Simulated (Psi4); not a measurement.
**One shape, several levels: C2H5B− (SMILES [BH2-]C=C)**

Aim: a comparison of 3 runs (UB3LYP/6-31G*, UM06-2X/6-31G**, UMP2/def2-TZVP) of C2H5B−. 

The results are computed with Psi4 1.11.

3 further runs of the same task are left out: 1 that didn't finish, 2 set aside as unsound or not needed.

**1. The molecule**

C2H5B−: 8 atoms, total charge -1, spin state doublet. SMILES: `[BH2-]C=C`. Geometry: relaxed at GFN2-xTB.

Bond lengths: B1–C2 1.488 Å, C2–C3 1.392 Å, B1–H4 1.207 Å, B1–H5 1.213 Å, C2–H6 1.102 Å, C3–H7 1.088 Å, C3–H8 1.083 Å. Angles: B1–C2–C3 128.9°, B1–C2–H6 118.3°, C3–C2–H6 112.7°, C2–B1–H4 123.0°, C2–B1–H5 121.0°, C2–C3–H7 123.1°, C2–C3–H8 121.5°, H4–B1–H5 116.0°, H7–C3–H8 115.4°.

**2. A single-point energy at UB3LYP/6-31G(d) (Cartesian functions) (run 1)**

Contents of input.dat:

```
memory 1.6 GB

molecule {
  -1 2
  B     -0.810130     0.809440    -0.644060
  C      0.290240     0.287490     0.210610
  C      0.619240    -1.032740     0.503540
  H     -1.593090     0.092380    -1.217680
  H     -0.968170     2.001440    -0.801120
  H      0.963120     1.012180     0.697910
  H      1.449170    -1.309590     1.150630
  H      0.049630    -1.860600     0.100170
  symmetry c1
  no_reorient
  no_com
}

set basis 6-31G*
set reference uks
set puream false
set e_convergence 1e-09
set d_convergence 1e-08
set scf_type pk
set dft_radial_points 99
set dft_spherical_points 590
set maxiter 200

e_tot, wfn = energy('b3lyp', return_wfn=True)
oeprop(wfn, 'DIPOLE', 'LOWDIN_CHARGES', 'QUADRUPOLE', title='B3LYP')
```

Started as:

```
$ psi4 -i input.dat -o output.dat -n 1
```

output.dat:

```text
[...]
  Running in c1 symmetry.
[...]
  Nuclear repulsion =   57.311993719360402
[...]
  Multiplicity = 2
[...]
  Nalpha       = 12
  Nbeta        = 11
[...]
    Number of basis functions: 55
[...]
   @UKS iter   1:  -103.64345672690929   -3.62658e-01   1.40686e-02 DIIS/ADIIS
[...]
   @UKS iter  14:  -104.01672938770760   -1.00897e-12   2.86199e-09 DIIS
[...]
   @S^2 Observed:                7.642376735E-01
[...]
    Orbital Energies [Eh]
    ---------------------
    Alpha Occupied:
       1A     -9.948419     2A     -9.928257     3A     -6.456842
       4A     -0.511950     5A     -0.356840     6A     -0.248409
       7A     -0.206960     8A     -0.156824     9A     -0.087900
      10A     -0.070038    11A     -0.053688    12A      0.096332
    Alpha Virtual:
      13A      0.289118    14A      0.311258    15A      0.344653
      16A      0.387196    17A      0.403775    18A      0.437594
      19A      0.467627    20A      0.550390    21A      0.677207
      22A      0.678236    23A      0.693826    24A      0.749640
      25A      0.786133    26A      0.827668    27A      0.864377
[...]
  @UKS Final Energy:  -104.01672938770760
   => Energetics <=
    Nuclear Repulsion Energy =             57.3119937193604017
    One-Electron Energy =                -256.8928460144466044
    Two-Electron Energy =                 109.3155670721573216
    DFT Exchange-Correlation Energy =     -13.7514441647787198
    Empirical Dispersion Energy =           0.0000000000000000
    VV10 Nonlocal Energy =                  0.0000000000000000
    Total Energy =                       -104.0167293877075991
[...]
 Multipole Moments:
 ------------------------------------------------------------------------------------
     Multipole            Electronic (a.u.)      Nuclear  (a.u.)        Total (a.u.)
 ------------------------------------------------------------------------------------
 L = 1.  Multiply by 2.5417464519 to convert [e a0] to [Debye]
 Dipole X            :         -1.7767917            2.4696642            0.6928725
 Dipole Y            :          0.3507079           -0.9231123           -0.5724044
 Dipole Z            :         -1.3291387            1.8793515            0.5502129
 Magnitude           :                                                    1.0537805
 L = 2.  Multiply by 1.3450342976 to convert [e a0^2] to [Debye ang]
 Quadrupole XX       :        -65.7545137           44.9710749          -20.7834389
 Quadrupole XY       :         37.4463155          -34.6943525            2.7519630
[...]
```

It took 34 s on 1 thread of Intel Xeon Platinum 8259CL at 2.50GHz (Skylake/Cascade Lake), shared host; peak memory 0.92 GiB.

**3. Energy and forces at UM06-2X/6-31G(d,p) (spherical functions) (run 2)**

Contents of job.json:

```json
{
 "schema_name": "qcschema_input",
 "schema_version": 1,
 "molecule": {
  "schema_name": "qcschema_molecule",
  "schema_version": 2,
  "symbols": ["B", "C", "C", "H", "H", "H", "H", "H"],
  "geometry": [-1.53092383, 1.52961991, -1.21709701, 0.54847411, 0.54327736, 0.39799522, 1.17019401, -1.95159576, 0.95155269, -3.01050379, 0.1745729, -2.30108171, -1.82957614, 3.78217345, -1.51389739, 1.82003303, 1.91274299, 1.31885876, 2.73853441, -2.47476644, 2.17437557, 0.09378711, -3.51602443, 0.18929387],
  "molecular_charge": -1,
  "molecular_multiplicity": 2,
  "fix_symmetry": "c1",
  "fix_com": true,
  "fix_orientation": true
 },
 "driver": "gradient",
 "model": {
  "method": "m06-2x",
  "basis": "6-31G**"
 },
 "keywords": {
  "reference": "uks",
  "puream": true,
  "e_convergence": 1e-09,
  "d_convergence": 1e-08,
  "scf_type": "pk",
  "dft_radial_points": 99,
  "dft_spherical_points": 590,
  "maxiter": 200,
  "scf_properties": ["LOWDIN_CHARGES", "MAYER_INDICES", "QUADRUPOLE"]
 }
}
```

Started as:

```
$ psi4 --qcschema job.json -n 1 --memory 1600MB
```

stdout, cut to the lines that bear on the results:

```text
[...]
  Running in c1 symmetry.
[...]
  Nuclear repulsion =   57.311993726546874
[...]
  Multiplicity = 2
[...]
  Nalpha       = 12
  Nbeta        = 11
[...]
    Number of basis functions: 67
[...]
   @UKS iter   1:  -103.70463728863680   -5.60572e-01   9.21492e-03 DIIS/ADIIS
[...]
   @UKS iter  13:  -103.95235899098290   -2.56648e-11   9.70436e-09 DIIS
[...]
   @S^2 Observed:                7.650023877E-01
[...]
    Orbital Energies [Eh]
    ---------------------
    Alpha Occupied:
       1A    -10.301330     2A    -10.285588     3A     -6.746252
       4A     -0.604151     5A     -0.436124     6A     -0.320528
       7A     -0.273312     8A     -0.218679     9A     -0.146374
      10A     -0.128797    11A     -0.112368    12A      0.057337
    Alpha Virtual:
      13A      0.325621    14A      0.355871    15A      0.392309
      16A      0.429656    17A      0.447298    18A      0.475523
      19A      0.505985    20A      0.590568    21A      0.714198
      22A      0.718602    23A      0.727634    24A      0.785729
      25A      0.842946    26A      0.874691    27A      0.921809
[...]
  @UKS Final Energy:  -103.95235899098290
   => Energetics <=
    Nuclear Repulsion Energy =             57.3119937265468735
    One-Electron Energy =                -256.8247975686588234
    Two-Electron Energy =                 103.7348494359132474
    DFT Exchange-Correlation Energy =      -8.1744045847841811
    Empirical Dispersion Energy =           0.0000000000000000
    VV10 Nonlocal Energy =                  0.0000000000000000
    Total Energy =                       -103.9523589909829013
[...]
 Multipole Moments:
[...]
  -Total Gradient:
     Atom            X                  Y                   Z
    ------   -----------------  -----------------  -----------------
       1        0.006523337621    -0.008839764738     0.005228593053
       2       -0.008665567899     0.008081104783    -0.006716085562
       3       -0.001924075907    -0.004458536338    -0.001509716426
       4        0.001378617053     0.003909770394     0.000901663721
       5       -0.000200864350    -0.001483618166    -0.000057064736
       6        0.001275975256    -0.000007177785     0.000872073994
       7       -0.001568839608    -0.000093393441    -0.001083357486
       8        0.003174852306     0.002892468603     0.002355788124
[...]
```

The result, in JSON:

```text
{
 "driver": "gradient",
 "model": {
  "method": "m06-2x",
  "basis": "6-31G**"
 },
 "success": true,
 "return_result": [0.006523337621207666, -0.00883976473842566, 0.005228593053441116, -0.008665567898500906, 0.00808110478299371, -0.006716085562250964, -0.0019240759068454016, -0.004458536337740487, -0.0015097164262572668, 0.001378617052898462, 0.003909770393879394, 0.0009016637214241396, -0.00020086434987920225, -0.0014836181661233988, -5.706473649563608e-05, 0.0012759752555380963, -7.177784834951073e-06, 0.0008720739944446179, -0.0015688396079211325, -9.339344141328851e-05, -0.0010833574861116302, 0.0031748523060719097, 0.0028924686025792595, 0.0023557881242367434],
 "properties": {
  "calcinfo_nbasis": 67,
  "calcinfo_nmo": 67,
  "calcinfo_nalpha": 12,
  "calcinfo_nbeta": 11,
  "calcinfo_natom": 8,
  "nuclear_repulsion_energy": 57.31199372654687,
  "return_energy": -103.9523589909829,
  "return_gradient": [0.006523337621207666, -0.00883976473842566, 0.005228593053441116, -0.008665567898500906, 0.00808110478299371, -0.006716085562250964, -0.0019240759068454016, -0.004458536337740487, -0.0015097164262572668, 0.001378617052898462, 0.003909770393879394, 0.0009016637214241396, -0.00020086434987920225, -0.0014836181661233988, -5.706473649563608e-05, 0.0012759752555380963, -7.177784834951073e-06, 0.0008720739944446179, -0.0015688396079211325, -9.339344141328851e-05, -0.0010833574861116302, 0.0031748523060719097, 0.0028924686025792595, 0.0023557881242367434],
  "scf_one_electron_energy": -256.8247975686588,
  "scf_two_electron_energy": 103.73484943591325,
  "scf_xc_energy": -8.174404584784181,
  "scf_dipole_moment": [0.6400045111947437, -0.5181238084738766, 0.5082162049310137],
  "scf_total_energy": -103.9523589909829,
  "scf_total_gradient": [0.006523337621207666, -0.00883976473842566, 0.005228593053441116, -0.008665567898500906, 0.00808110478299371, -0.006716085562250964, -0.0019240759068454016, -0.004458536337740487, -0.0015097164262572668, 0.001378617052898462, 0.003909770393879394, 0.0009016637214241396, -0.00020086434987920225, -0.0014836181661233988, -5.706473649563608e-05, 0.0012759752555380963, -7.177784834951073e-06, 0.0008720739944446179, -0.0015688396079211325, -9.339344141328851e-05, -0.0010833574861116302, 0.0031748523060719097, 0.0028924686025792595, 0.0023557881242367434],
  "scf_iterations": 13
 }
}
```

Run time: 68 s. Hardware: 1 thread of Intel Xeon Platinum 8259CL at 2.50GHz (Skylake/Cascade Lake), shared host; peak memory 1.2 GiB.

**4. The energy at UMP2/def2-TZVP (run 3)**

Contents of job.py:

```python
import psi4

psi4.set_memory('1600 MB')
psi4.set_num_threads(1)
psi4.core.set_output_file('run.log', False)

mol = psi4.geometry("""
-1 2
B     -0.810130     0.809440    -0.644060
C      0.290240     0.287490     0.210610
C      0.619240    -1.032740     0.503540
H     -1.593090     0.092380    -1.217680
H     -0.968170     2.001440    -0.801120
H      0.963120     1.012180     0.697910
H      1.449170    -1.309590     1.150630
H      0.049630    -1.860600     0.100170
symmetry c1
no_reorient
no_com
""")

psi4.set_options({
    'basis': 'def2-TZVP',
    'reference': 'uhf',
    'puream': True,
    'e_convergence': 1e-09,
    'd_convergence': 1e-08,
    'scf_type': 'pk',
    'num_frozen_docc': 3,
    'mp2_type': 'conv',
    'maxiter': 200,
})

energy_value = psi4.energy("mp2")
print(f'total energy {energy_value:.8f} hartree = {energy_value * 27.211386:.5f} eV')
```

Started as:

```
$ python job.py
```

run.log:

```text
[...]
  Running in c1 symmetry.
[...]
  Nuclear repulsion =   57.311993719360402
[...]
  Multiplicity = 2
[...]
  Nalpha       = 12
  Nbeta        = 11
[...]
    Number of basis functions: 123
[...]
   @UHF iter   1:  -103.11744832661198   -8.66124e-01   4.27872e-03 DIIS/ADIIS
[...]
   @UHF iter  17:  -103.30594045959981   -3.65219e-12   3.76616e-09 DIIS
[...]
   @S^2 Observed:                8.639984086E-01
[...]
    Orbital Energies [Eh]
    ---------------------
    Alpha Occupied:
       1A    -11.020404     2A    -10.986565     3A     -7.318285
       4A     -0.809007     5A     -0.599908     6A     -0.454130
       7A     -0.397215     8A     -0.333196     9A     -0.251048
      10A     -0.221245    11A     -0.211670    12A     -0.018022
    Alpha Virtual:
      13A      0.303492    14A      0.322041    15A      0.334398
      16A      0.339996    17A      0.349114    18A      0.391519
      19A      0.404653    20A      0.457399    21A      0.476158
      22A      0.495593    23A      0.508628    24A      0.543185
      25A      0.559766    26A      0.617056    27A      0.657995
[...]
  @UHF Final Energy:  -103.30594045959981
   => Energetics <=
    Nuclear Repulsion Energy =             57.3119937193604017
    One-Electron Energy =                -256.1660833574280787
    Two-Electron Energy =                  95.5481491784678667
    Total Energy =                       -103.3059404595998103
  UHF NO Occupations:
  HONO-2 :   10  A 1.9980656
  HONO-1 :   11  A 1.9471391
[...]
 Multipole Moments:
 ------------------------------------------------------------------------------------
     Multipole            Electronic (a.u.)      Nuclear  (a.u.)        Total (a.u.)
 ------------------------------------------------------------------------------------
 L = 1.  Multiply by 2.5417464519 to convert [e a0] to [Debye]
 Dipole X            :         -1.6194848            2.4696642            0.8501794
 Dipole Y            :          0.1160955           -0.9231123           -0.8070168
 Dipole Z            :         -1.2013620            1.8793515            0.6779895
 Magnitude           :                                                    1.3541606
[...]
	SCS-MP2 Total Energy (a.u.)        :  -103.73751097240117
	SOS-MP2 Total Energy (a.u.)        :  -103.70523619531282
	SCSN-MP2 Total Energy (a.u.)       :  -103.47635128262625
[...]
	SOS-PI-MP2 Total Energy (a.u.)     :  -103.77178548459833
[...]
	MP2 Total Energy (a.u.)            :  -103.73551123729234
[...]
```

Standard output:

```text
total energy -103.73551124 hartree = -2822.78704 eV
```

Wall time 25 s (1 thread of Intel Xeon Platinum 8259CL at 2.50GHz (Skylake/Cascade Lake), shared host); peak memory 0.99 GiB.

**5. The series**

| run | level | task | Cartesian functions | energy (Eh) | HOMO energy (eV) | LUMO energy (eV) | ⟨S²⟩ | wall time |
| --- | --- | --- | --- | --- | --- | --- | --- | --- |
| 1 | UB3LYP/6-31G* (Cartesian functions) | energy | yes | -104.016729 | 2.62 | 5.35 | 0.764 | 34 s |
| 2 | UM06-2X/6-31G** (spherical functions) | gradient | no | -103.952359 | 1.56 | 6.34 | 0.765 | 68 s |
| 3 | UMP2/def2-TZVP | energy | no | -103.735511 | -0.49 | 8.12 | 0.864 | 25 s |

**6. What came out**

| quantity | value |
| --- | --- |
| run 3: total energy | -103.73551 Eh |
| run 3: HOMO energy (Hartree–Fock orbitals) (highest over α and β) | -0.49 eV |
| run 3: LUMO energy (Hartree–Fock orbitals) (lowest over α and β) | 8.12 eV |
| run 3: correlation energy (3 core orbitals frozen) | -429.6 mEh |
| run 3: ⟨S²⟩ of the reference determinant | 0.864 |

**Reading.** Totals of different functionals can't be ranked against each other. In runs 1, 2 the HOMO lies above zero, so the outermost electron may be held by the basis alone. Spin contamination of the reference: run 3 ⟨S²⟩ = 0.86. All runs together took 2.1 min, the longest 68 s.
